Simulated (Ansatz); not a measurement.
A run for Ansatz (a first-principles code): R-CCSD(T)/aug-cc-pVDZ on C2H2 (SMILES C#C).

Ansatz 0.2 input:
```yaml
crystal:
  periodic: [false, false, false]
  atoms:
    - {symbol: C, position_ang: [0.00000000, 0.00000000, 2.90050300]}
    - {symbol: C, position_ang: [0.00000000, 0.00000000, 1.69324000]}
    - {symbol: H, position_ang: [0.00000000, 0.00000000, 0.62735200]}
    - {symbol: H, position_ang: [0.00000000, 0.00000000, 3.96392900]}
basis:
  gaussian:
    orbitals: aug-cc-pVDZ
magnetization: {spin_polarized: false}
correlation: {method: ccsd_t, electrons: outside_noble_gas}
scf: {lower_state_search: off}
```

Program output:

```
WARN ansatz: RAYON_NUM_THREADS=2 ignored (pool sized by the plan → 2); use --threads N
Functional definition: HF
these checks for a lower state are left out or cut short: stability, starts, cluster_reference, orbital_swaps, neighbouring_geometries, increment
integrals: 0.04 GiB planned
648 factors; integrals over basis functions are off by at most 1.1e-3 eV
mean field: 0.09 GiB planned
mean field evaluation 1: about -2089.1000 eV, gradient 2.3e1 eV
mean field evaluation 2: about -2089.1002 eV, gradient 2.3e1 eV
mean field evaluation 4: about -2090.5921 eV, gradient 1.6e0 eV
mean field evaluation 8: about -2090.6021 eV, gradient 3.7e-5 eV
mean field -2090.60213936 eV, -76.8282115603 hartree, gradient 9.6e-7 eV, S^2 0.000000; 0 other end points of the search recorded, 0 dependent functions left out
2 core orbitals not correlated
reference -2090.60213936 eV, -76.8282115603 hartree; 5, 5 occupied and 57, 57 virtual orbitals, 648 factors
second order -7.17158079 eV of doubles, -0.00000000 eV of singles
coupled cluster: 0.14 GiB planned
cycle   1  -7.30702031 eV  change   -1.4e-1 eV  update   6.7e-2
cycle   2  -7.54255665 eV  change   -2.4e-1 eV  update   2.3e-2
cycle   3  -7.60000780 eV  change   -5.7e-2 eV  update   1.1e-2
cycle   4  -7.60611535 eV  change   -6.1e-3 eV  update   3.3e-3
cycle   5  -7.60743408 eV  change   -1.3e-3 eV  update   8.0e-4
cycle   6  -7.60752197 eV  change   -8.8e-5 eV  update   2.0e-4
cycle   7  -7.60759995 eV  change   -7.8e-5 eV  update   4.5e-5
cycle   8  -7.60761814 eV  change   -1.8e-5 eV  update   1.4e-5
cycle   9  -7.60761311 eV  change    5.0e-6 eV  update   3.5e-6
perturbative correction -0.33585594 eV, -0.0123424781 hartree
Total energy: -2098.54560841 eV, -77.1201286637 hartree
Checks for a lower state left out: stability, starts, cluster_reference, orbital_swaps, neighbouring_geometries, increment
```

Self-consistency was reached.

Cost: very roughly 0.7 core-seconds.
